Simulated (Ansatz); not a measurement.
# Low-lying states of F₂

Program: Ansatz, Gaussian basis, development build. State-averaged CASSCF with equal weights; occupations are averaged over the states; levels count from the state that is lowest in CASSCF. CASSCF levels without dynamic correlation can be off by over 1 eV. No symmetry is imposed, so a solution can break that of the shape. The lowest solution met needn't be the lowest there is, nor hold the orbitals that a chemist would pick. The average may hold one member of a degenerate pair alone.

Geometry: bond length 2.2592 Å. A bond is stretched, to 1.98 times the sum of the covalent radii.

Basis cc-pVTZ, nonrelativistic, 2 orbitals frozen in the corrections; active space CAS(10,6). Averaged: 3 singlets.

Give the levels in order.



```
  state  CASSCF (eV)
singlet        0.000
singlet        0.179
singlet        0.179
```

Occupations: 2.00, 2.00, 1.69, 1.67, 1.67, 0.98.

Same geometry.

Basis cc-pVTZ, nonrelativistic, 2 orbitals frozen in the corrections; active space CAS(10,6). Averaged: 1 singlet, 1 triplet.

Give the levels in order, with their spins.



| state | CASSCF (eV) |
| --- | --- |
| singlet | 0.000 |
| triplet | 0.150 |

Occupations: 2.00, 2.00, 1.93, 1.92, 1.20, 0.95.

Same geometry.

Basis cc-pVTZ, nonrelativistic, 2 orbitals frozen in the corrections; active space CAS(2,2). Averaged: 1 singlet, 1 triplet.

Give the levels in order, with their spins.



```json
{"state": "singlet", "CASSCF (eV)": "0.000"}
{"state": "triplet", "CASSCF (eV)": "0.190"}
```

Occupations: 1.11, 0.89.
